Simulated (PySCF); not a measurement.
# C5H12O (2-methyl-1-butanol) at 6 levels

Wanted: a comparison of 6 runs (HF/STO-3G, B2PLYP/6-31G*, CAM-B3LYP/6-31G*, M06-2X/6-31G*, wB97X/6-31G*, SCS-MP2/6-31G*) of C5H12O (2-methyl-1-butanol). The job is set up through a Python script.

Program for the calculation: PySCF 2.14.0.

2 further runs of the same task are left out: 2 set aside as unsound or not needed.

## Step 1: The molecule

C5H12O: 18 atoms, total charge 0, spin state singlet. SMILES: `CCC(C)CO`. One bond was lengthened or shortened from a relaxed shape.

Some bond lengths: C1–C2 1.524 Å, C2–C3 1.533 Å, C3–C4 1.526 Å, C3–C5 1.766 Å, C5–O6 1.408 Å, C1–H7 1.087 Å, C1–H8 1.088 Å, C1–H9 1.088 Å, C2–H10 1.092 Å, C2–H11 1.092 Å, C3–H12 1.098 Å, C4–H13 1.088 Å, C4–H14 1.088 Å, C4–H15 1.086 Å, C5–H16 1.101 Å, C5–H17 1.093 Å. Some angles: C1–C2–C3 113.4°, C2–C3–C4 112.2°, C2–C3–C5 109.7°, C4–C3–C5 109.7°, C3–C5–O6 113.3°, C1–C2–H10 109.1°, C1–C2–H11 109.5°, C3–C2–H10 108.1°, C3–C2–H11 108.9°, C2–C1–H7 111.2°.

## Step 2: A single-point energy at HF/STO-3G (run 1)

Contents of mol.xyz:

```xyz
18

C     -1.995352    -1.260463    -0.069302
C     -0.509432    -1.024383     0.170798
C     -0.055902     0.399697    -0.169422
C     -0.581292     1.426127     0.829678
C      1.707760     0.466730    -0.221390
O      2.268190    -0.384530    -1.192200
H     -2.602532    -0.646603     0.591648
H     -2.260922    -1.024333    -1.098042
H     -2.243782    -2.302973     0.116048
H      0.067488    -1.720353    -0.442452
H     -0.271042    -1.231273     1.216268
H     -0.433902     0.655707    -1.168462
H     -0.224472     2.422837     0.577598
H     -0.240982     1.184257     1.834238
H     -1.667452     1.444507     0.826978
H      2.031500     1.504590    -0.393420
H      2.122730     0.131650     0.732160
H      1.898970    -0.154840    -2.052610
```

Contents of input.py:

```python
from pyscf import gto, scf

mol = gto.Mole()
mol.atom = 'mol.xyz'
mol.verbose = 3
mol.max_memory = 1860
mol.charge = 0
mol.spin = 0
mol.basis = 'sto-3g'
mol.build()

mf = scf.RHF(mol)
mf.conv_tol = 1e-10
mf.kernel()
if not mf.converged:
    mf = mf.newton().run(mf.mo_coeff, mf.mo_occ)

energy = mf.e_tot
print('E = %.10f Eh' % energy)
```

Started as:

```bash
OMP_NUM_THREADS=1 python input.py
```

The log of the run:

```text
converged SCF energy = -267.847480069073
E = -267.8474800691 Eh
```

Run time: 1 s. Hardware: 1 thread of Intel Xeon at 2.70GHz, shared host; peak memory 0.1 GiB.

## Step 3: A single-point energy at B2PLYP/6-31G(d) (spherical functions) (run 2)

Contents of run.py:

```python
from pyscf import gto, dft, mp

mol = gto.M(
    atom='''
C       -1.995352      -1.260463      -0.069302
C       -0.509432      -1.024383       0.170798
C       -0.055902       0.399697      -0.169422
C       -0.581292       1.426127       0.829678
C        1.707760       0.466730      -0.221390
O        2.268190      -0.384530      -1.192200
H       -2.602532      -0.646603       0.591648
H       -2.260922      -1.024333      -1.098042
H       -2.243782      -2.302973       0.116048
H        0.067488      -1.720353      -0.442452
H       -0.271042      -1.231273       1.216268
H       -0.433902       0.655707      -1.168462
H       -0.224472       2.422837       0.577598
H       -0.240982       1.184257       1.834238
H       -1.667452       1.444507       0.826978
H        2.031500       1.504590      -0.393420
H        2.122730       0.131650       0.732160
H        1.898970      -0.154840      -2.052610
''',
    spin=0,
    basis='6-31g*',
    max_memory=1860,
    verbose=4,
)

mf = dft.RKS(mol, xc='0.53*HF + 0.47*B88, 0.73*LYP')
mf.grids.level = 5
mf.conv_tol = 1e-10
mf.kernel()
if not mf.converged:
    mf = mf.newton().run(mf.mo_coeff, mf.mo_occ)

pt = mp.MP2(mf, frozen=6).run()
e_tot = mf.e_tot + 0.27 * pt.e_corr
print('PT2 part  %.8f' % (0.27 * pt.e_corr))
print('E = %.10f Eh' % e_tot)
```

Started as:

```bash
OMP_NUM_THREADS=1 python run.py
```

The log of the run:

```text
PySCF version 2.14.0

[... 88 lines left out ...]
converged SCF energy = -272.338551092009
[... 1 line left out ...]
******** <class 'pyscf.mp.mp2.RMP2'> ********
nocc = 19, nmo = 102
frozen orbitals 6
E(RMP2) = -273.351692547716  E_corr = -1.01314145570708
E(SCS-RMP2) = -273.341769370143  E_corr = -1.00321827813402
E_corr(same-spin) = -0.245251694670542
E_corr(oppo-spin) = -0.767889761036534
PT2 part  -0.27354819
E = -272.6120992851 Eh
```

Run time: 38 s. Hardware: 1 thread of Intel Xeon at 2.70GHz, shared host; peak memory 0.59 GiB.

Runs 3 to 4 aren't shown in full; the table further down has their settings and results.

## Step 4: A single-point energy at wB97X/6-31G(d) (spherical functions) (run 5)

Contents of job.py:

```python
from pyscf import gto, dft

mol = gto.M(
    atom=[
    ('C', (-1.995352, -1.260463, -0.069302)),
    ('C', (-0.509432, -1.024383, 0.170798)),
    ('C', (-0.055902, 0.399697, -0.169422)),
    ('C', (-0.581292, 1.426127, 0.829678)),
    ('C', (1.707760, 0.466730, -0.221390)),
    ('O', (2.268190, -0.384530, -1.192200)),
    ('H', (-2.602532, -0.646603, 0.591648)),
    ('H', (-2.260922, -1.024333, -1.098042)),
    ('H', (-2.243782, -2.302973, 0.116048)),
    ('H', (0.067488, -1.720353, -0.442452)),
    ('H', (-0.271042, -1.231273, 1.216268)),
    ('H', (-0.433902, 0.655707, -1.168462)),
    ('H', (-0.224472, 2.422837, 0.577598)),
    ('H', (-0.240982, 1.184257, 1.834238)),
    ('H', (-1.667452, 1.444507, 0.826978)),
    ('H', (2.031500, 1.504590, -0.393420)),
    ('H', (2.122730, 0.131650, 0.732160)),
    ('H', (1.898970, -0.154840, -2.052610)),
],
    charge=0,
    verbose=3,
    max_memory=1860,
    basis='6-31g*',
)

mf = dft.RKS(mol, xc='wb97x')
mf.grids.level = 5
mf.conv_tol = 1e-10
mf.kernel()
if not mf.converged:
    mf = mf.newton().run(mf.mo_coeff, mf.mo_occ)

e_tot = mf.e_tot
print('E(%s) = %.9f' % ('WB97X', e_tot))
```

Started as:

```bash
OMP_NUM_THREADS=1 python job.py
```

The log of the run:

```text
converged SCF energy = -272.881586034622
E(WB97X) = -272.881586035
```

Run time: 67 s. Hardware: 1 thread of Intel Xeon at 2.70GHz, shared host; peak memory 0.59 GiB.

## Step 5: A single-point energy at SCS-MP2/6-31G(d) (spherical functions) (run 6)

Contents of calc.py:

```python
from pyscf import gto, mp

mol = gto.M(
    atom='''
C     -3.770669    -2.381930    -0.130962
C     -0.962687    -1.935803     0.322761
C     -0.105639     0.755318    -0.320161
C     -1.098483     2.694989     1.567864
C      3.227199     0.881992    -0.418366
O      4.286258    -0.726656    -2.252931
H     -4.918073    -1.221903     1.118053
H     -4.272523    -1.935709    -2.074999
H     -4.240133    -4.351988     0.219299
H      0.127534    -3.250996    -0.836113
H     -0.512195    -2.326769     2.298413
H     -0.819956     1.239107    -2.208073
H     -0.424191     4.578498     1.091502
H     -0.455390     2.237921     3.466207
H     -3.151028     2.729723     1.562762
H      3.838979     2.843263    -0.743456
H      4.011378     0.248782     1.383582
H      3.588533    -0.292605    -3.878871
''',
    basis='6-31g*',
    unit='bohr',
    charge=0,
    verbose=3,
    max_memory=1860,
)

mf = mol.RHF()
mf.conv_tol = 1e-10
mf.kernel()
if not mf.converged:
    mf = mf.newton().run(mf.mo_coeff, mf.mo_occ)

pt = mp.MP2(mf, frozen=6).run()
etot = mf.e_tot + 1.2 * pt.e_corr_os + pt.e_corr_ss / 3
print('Final energy', etot)
```

Started as:

```bash
OMP_NUM_THREADS=1 python calc.py
```

The log of the run:

```text
converged SCF energy = -271.154834132891
E(RMP2) = -271.986486596182  E_corr = -0.831652463290559
E(SCS-RMP2) = -271.978641035621  E_corr = -0.823806902730045
Final energy -271.9786410356212
```

It took 4.5 s on 1 thread of Intel Xeon at 2.70GHz, shared host; peak memory 0.34 GiB.

## Step 6: Overview of the runs

```
run                                   level  frozen core orbitals  integration grid  energy (Eh)  dipole moment (D) of the reference  HOMO energy (eV)  LUMO energy (eV)  wall time
  1                               HF/STO-3G                     –                 –  -267.847480                                1.43             -8.69             12.80        1 s
  2     B2PLYP/6-31G* (spherical functions)                     6                 5  -272.612099                                1.61             -8.41              3.70       38 s
  3  CAM-B3LYP/6-31G* (spherical functions)                     –                 5  -272.797489                                1.54             -8.41              3.46       72 s
  4     M06-2X/6-31G* (spherical functions)                     –                 5  -272.810737                                1.56             -8.46              3.30       76 s
  5      wB97X/6-31G* (spherical functions)                     –                 5  -272.881586                                1.55             -9.46              4.76       67 s
  6    SCS-MP2/6-31G* (spherical functions)                     6                 –  -271.978641                                1.73            -10.62              6.01      4.5 s
```

## Step 7: Results

| quantity | value |
| --- | --- |
| run 6: total energy | -271.97864 Eh |
| run 6: dipole moment (Hartree–Fock density) | 1.73 D |
| run 6: HOMO energy (Hartree–Fock orbitals) | -10.62 eV |
| run 6: LUMO energy (Hartree–Fock orbitals) | 6.01 eV |
| run 6: HOMO–LUMO gap (Hartree–Fock orbitals) | 16.63 eV |
| run 6: correlation energy (6 core orbitals frozen) | -823.8 mEh |

**Reading.** Over runs 1, 2, 3, 4, 5 the dipole moment (its size) runs from 1.43 D (HF/STO-3G) to 1.61 D (B2PLYP/6-31G*). The two ends differ in method and basis. A double hybrid's value is that of its SCF part. Over runs 1, 2, 3, 4, 5 the HOMO–LUMO gap runs from 11.76 eV (M06-2X/6-31G*) to 21.50 eV (HF/STO-3G). Totals of different functionals can't be ranked against each other. In run 1 the basis is minimal, so the values are rough. All runs together took 4.3 min, the longest 76 s.
